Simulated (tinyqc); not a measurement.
Worked calculation: UKS/BP86 in the sto-3g basis, for H2O, spin multiplicity 3. One step of it, computed by the program tinyqc.

Task: Iteration 2: building the Kohn-Sham matrix. J_ij = sum D_kl (ij|kl) with D = D(alpha) + D(beta); F = H + J + V_xc; E = tr D H + tr D J / 2 + E_xc + E_nn.

D(alpha) after iteration 1, lower triangle:
```
,1O 1s,1O 2s,1O 2px,1O 2py,1O 2pz,2H 1s,3H 1s
1O 1s,0.565281
1O 2s,-0.299326,1.423475
1O 2px,0.000000,0.000000,1.000000
1O 2py,0.001141,-0.009096,0.000000,1.157320
1O 2pz,-0.022875,0.160544,0.000000,-0.003718,1.070782
2H 1s,0.066148,-0.466545,0.000000,-0.235652,-0.206156,0.961673
3H 1s,0.068857,-0.489041,0.000000,0.253625,-0.215160,0.270850,1.004494
```

D(beta) after iteration 1, lower triangle:
```
,1O 1s,1O 2s,1O 2px,1O 2py,1O 2pz,2H 1s,3H 1s
1O 1s,0.535091
1O 2s,-0.156718,0.725974
1O 2px,0.000000,0.000000,1.000000
1O 2py,0.000744,-0.004680,0.000000,0.044930
1O 2pz,0.024739,-0.077332,0.000000,-0.004895,0.988600
2H 1s,0.026673,-0.202788,0.000000,-0.121339,-0.101839,0.645360
3H 1s,0.027664,-0.212690,0.000000,0.126460,-0.105852,-0.034207,0.654954
```

core Hamiltonian H = T + V (hartree), lower triangle:
```
,1O 1s,1O 2s,1O 2px,1O 2py,1O 2pz,2H 1s,3H 1s
1O 1s,-32.550620
1O 2s,-7.572495,-9.175250
1O 2px,0.000000,0.000000,-7.325618
1O 2py,0.000296,0.003309,0.000000,-7.449342
1O 2pz,-0.011360,-0.139577,0.000000,0.001445,-7.369398
2H 1s,-1.126023,-2.694410,0.000000,-1.722126,-1.056213,-4.385426
3H 1s,-1.173654,-2.778616,0.000000,1.766135,-1.082595,-0.783909,-4.437465
```

Two-electron integrals (ij|kl) in chemists' order, unique and non-zero (hartree):
```
i,j,k,l,(ij|kl)
1,1,1,1,4.785065
2,1,1,1,0.741380
2,1,2,1,0.136873
2,2,1,1,1.118947
2,2,2,1,0.256633
2,2,2,2,0.817206
3,1,3,1,0.024477
3,2,3,1,0.037809
3,2,3,2,0.180518
3,3,1,1,1.115814
3,3,2,1,0.256684
3,3,2,2,0.817023
3,3,3,3,0.880159
4,1,4,1,0.024477
4,2,4,1,0.037809
4,2,4,2,0.180518
4,3,4,3,0.047444
4,4,1,1,1.115814
4,4,2,1,0.256684
4,4,2,2,0.817023
4,4,3,3,0.785270
4,4,4,4,0.880159
5,1,5,1,0.024477
5,2,5,1,0.037809
5,2,5,2,0.180518
5,3,5,3,0.047444
5,4,5,4,0.047444
5,5,1,1,1.115814
5,5,2,1,0.256684
5,5,2,2,0.817023
5,5,3,3,0.785270
5,5,4,4,0.785270
5,5,5,5,0.880159
6,1,1,1,0.110590
6,1,2,1,0.020263
6,1,2,2,0.037810
6,1,3,3,0.037736
6,1,4,1,0.000795
6,1,4,2,0.001498
6,1,4,4,0.037904
6,1,5,1,0.000473
6,1,5,2,0.000891
6,1,5,4,0.000100
6,1,5,5,0.037795
6,1,6,1,0.003038
6,2,1,1,0.291050
6,2,2,1,0.067687
6,2,2,2,0.241352
6,2,3,3,0.237089
6,2,4,1,0.004371
6,2,4,2,0.034540
6,2,4,4,0.246357
6,2,5,1,0.002600
6,2,5,2,0.020548
6,2,5,4,0.005513
6,2,5,5,0.240369
6,2,6,1,0.010234
6,2,6,2,0.091081
6,3,3,1,0.006809
6,3,3,2,0.040624
6,3,4,3,0.007022
6,3,5,3,0.004177
6,3,6,3,0.012444
6,4,1,1,0.188195
6,4,2,1,0.044304
6,4,2,2,0.168661
6,4,3,3,0.161156
6,4,4,1,0.009300
6,4,4,2,0.063256
6,4,4,4,0.181312
6,4,5,1,0.001482
6,4,5,2,0.013464
6,4,5,4,0.007813
6,4,5,5,0.163319
6,4,6,1,0.006970
6,4,6,2,0.077374
6,4,6,4,0.077424
6,5,1,1,0.111957
6,5,2,1,0.026356
6,5,2,2,0.100336
6,5,3,3,0.095872
6,5,4,1,0.001482
6,5,4,2,0.013464
6,5,4,4,0.099507
6,5,5,1,0.007691
6,5,5,2,0.048633
6,5,5,4,0.009185
6,5,5,5,0.105513
6,5,6,1,0.004146
6,5,6,2,0.046030
6,5,6,4,0.038656
6,5,6,5,0.035440
6,6,1,1,0.455556
6,6,2,1,0.107642
6,6,2,2,0.441974
6,6,3,3,0.424846
6,6,4,1,0.008375
6,6,4,2,0.093088
6,6,4,4,0.462395
6,6,5,1,0.004983
6,6,5,2,0.055378
6,6,5,4,0.022337
6,6,5,5,0.438135
6,6,6,1,0.016385
6,6,6,2,0.217693
6,6,6,4,0.211054
6,6,6,5,0.125556
6,6,6,6,0.774606
7,1,1,1,0.115308
7,1,2,1,0.021125
7,1,2,2,0.039413
7,1,3,3,0.039336
7,1,4,1,-0.000831
7,1,4,2,-0.001566
7,1,4,4,0.039511
7,1,5,1,0.000494
7,1,5,2,0.000931
7,1,5,4,-0.000105
7,1,5,5,0.039398
7,1,6,1,0.003110
7,1,6,2,0.010273
7,1,6,4,0.006450
7,1,6,5,0.004168
7,1,6,6,0.016295
7,1,7,1,0.003302
7,2,1,1,0.300554
7,2,2,1,0.069885
7,2,2,2,0.248846
7,2,3,3,0.244468
7,2,4,1,-0.004516
7,2,4,2,-0.035530
7,2,4,4,0.253988
7,2,5,1,0.002686
7,2,5,2,0.021134
7,2,5,4,-0.005663
7,2,5,5,0.247836
7,2,6,1,0.010176
7,2,6,2,0.071962
7,2,6,4,0.042951
7,2,6,5,0.035180
7,2,6,6,0.135665
7,2,7,1,0.011015
7,2,7,2,0.096436
7,3,3,1,0.007065
7,3,3,2,0.042020
7,3,4,3,-0.007243
7,3,5,3,0.004309
7,3,6,3,0.009403
7,3,7,3,0.013243
7,4,1,1,-0.193358
7,4,2,1,-0.045515
7,4,2,2,-0.173026
7,4,3,3,-0.165307
7,4,4,1,0.009627
7,4,4,2,0.065212
7,4,4,4,-0.186052
7,4,5,1,-0.001524
7,4,5,2,-0.013795
7,4,5,4,0.008031
7,4,5,5,-0.167521
7,4,6,1,-0.006355
7,4,6,2,-0.042646
7,4,6,4,-0.016641
7,4,6,5,-0.020471
7,4,6,6,-0.074495
7,4,7,1,-0.007468
7,4,7,2,-0.081499
7,4,7,4,0.081328
7,5,1,1,0.115013
7,5,2,1,0.027073
7,5,2,2,0.102919
7,5,3,3,0.098328
7,5,4,1,-0.001524
7,5,4,2,-0.013795
7,5,4,4,0.102050
7,5,5,1,0.007971
7,5,5,2,0.050226
7,5,5,4,-0.009458
7,5,5,5,0.108262
7,5,6,1,0.004108
7,5,6,2,0.035050
7,5,6,4,0.020530
7,5,6,5,0.026281
7,5,6,6,0.071614
7,5,7,1,0.004442
7,5,7,2,0.048477
7,5,7,4,-0.040498
7,5,7,5,0.037333
7,6,1,1,0.078331
7,6,2,1,0.018362
7,6,2,2,0.070481
7,6,3,3,0.069033
7,6,4,1,0.000005
7,6,4,2,0.000068
7,6,4,4,0.070739
7,6,5,1,0.001137
7,6,5,2,0.010526
7,6,5,4,0.000014
7,6,5,5,0.071593
7,6,6,1,0.002736
7,6,6,2,0.025517
7,6,6,4,0.019000
7,6,6,5,0.014531
7,6,6,6,0.061964
7,6,7,1,0.002852
7,6,7,2,0.026175
7,6,7,4,-0.019325
7,6,7,5,0.014839
7,6,7,6,0.008846
7,7,1,1,0.462034
7,7,2,1,0.109159
7,7,2,2,0.447423
7,7,3,3,0.429955
7,7,4,1,-0.008579
7,7,4,2,-0.094740
7,7,4,4,0.468254
7,7,5,1,0.005103
7,7,5,2,0.056353
7,7,5,4,-0.022781
7,7,5,5,0.443506
7,7,6,1,0.015852
7,7,6,2,0.133113
7,7,6,4,0.073544
7,7,6,5,0.070579
7,7,6,6,0.270941
7,7,7,1,0.017326
7,7,7,2,0.225264
7,7,7,4,-0.217245
7,7,7,5,0.129221
7,7,7,6,0.061964
7,7,7,7,0.774606
```

nuclear repulsion = 7.75498748 hartree

V_xc(alpha) (hartree), lower triangle:
```
,1O 1s,1O 2s,1O 2px,1O 2py,1O 2pz,2H 1s,3H 1s
1O 1s,-2.612538
1O 2s,-0.380011,-0.843412
1O 2px,0.000000,0.000000,-0.833298
1O 2py,0.000054,0.000425,0.000000,-0.844550
1O 2pz,-0.000931,-0.007436,0.000000,0.000211,-0.837594
2H 1s,-0.057065,-0.239798,0.000000,-0.170514,-0.103276,-0.524398
3H 1s,-0.059502,-0.247971,0.000000,0.175881,-0.106414,-0.066077,-0.530116
```

V_xc(beta) (hartree), lower triangle:
```
,1O 1s,1O 2s,1O 2px,1O 2py,1O 2pz,2H 1s,3H 1s
1O 1s,-2.577920
1O 2s,-0.360211,-0.738112
1O 2px,0.000000,0.000000,-0.776617
1O 2py,0.000108,0.000793,0.000000,-0.646523
1O 2pz,0.001892,0.014500,0.000000,0.000708,-0.775507
2H 1s,-0.053901,-0.207036,0.000000,-0.139395,-0.089854,-0.474700
3H 1s,-0.056214,-0.214076,0.000000,0.143817,-0.092552,-0.058660,-0.477274
```

E_xc = sum of w rho eps_xc = -7.19557854 hartree

Give: Coulomb J; F(alpha); F(beta); total energy of this density.

Result:

Coulomb J (hartree), lower triangle:
```
,1O 1s,1O 2s,1O 2px,1O 2py,1O 2pz,2H 1s,3H 1s
1O 1s,13.2084
1O 2s,2.6753,7.5012
1O 2px,0.0000,0.0000,7.4915
1O 2py,-0.0005,-0.0038,0.0000,7.4800
1O 2pz,0.0043,0.0785,0.0000,-0.0012,7.5176
2H 1s,0.3956,2.2703,0.0000,1.6102,0.9856,4.5848
3H 1s,0.4124,2.3423,0.0000,-1.6549,1.0119,0.6833,4.6372
```

F(alpha) (hartree), lower triangle:
```
,1O 1s,1O 2s,1O 2px,1O 2py,1O 2pz,2H 1s,3H 1s
1O 1s,-21.9548
1O 2s,-5.2772,-2.5175
1O 2px,0.0000,0.0000,-0.6674
1O 2py,-0.0002,-0.0001,0.0000,-0.8139
1O 2pz,-0.0080,-0.0685,0.0000,0.0004,-0.6894
2H 1s,-0.7875,-0.6639,0.0000,-0.2824,-0.1739,-0.3250
3H 1s,-0.8207,-0.6843,0.0000,0.2872,-0.1771,-0.1667,-0.3304
```

F(beta) (hartree), lower triangle:
```
,1O 1s,1O 2s,1O 2px,1O 2py,1O 2pz,2H 1s,3H 1s
1O 1s,-21.9202
1O 2s,-5.2574,-2.4122
1O 2px,0.0000,0.0000,-0.6107
1O 2py,-0.0001,0.0003,0.0000,-0.6158
1O 2pz,-0.0052,-0.0465,0.0000,0.0009,-0.6273
2H 1s,-0.7843,-0.6311,0.0000,-0.2513,-0.1605,-0.2753
3H 1s,-0.8174,-0.6504,0.0000,0.2551,-0.1632,-0.1593,-0.2776
```

total energy of this density = -54.055488 hartree

This density is a damped mixture and is not idempotent.
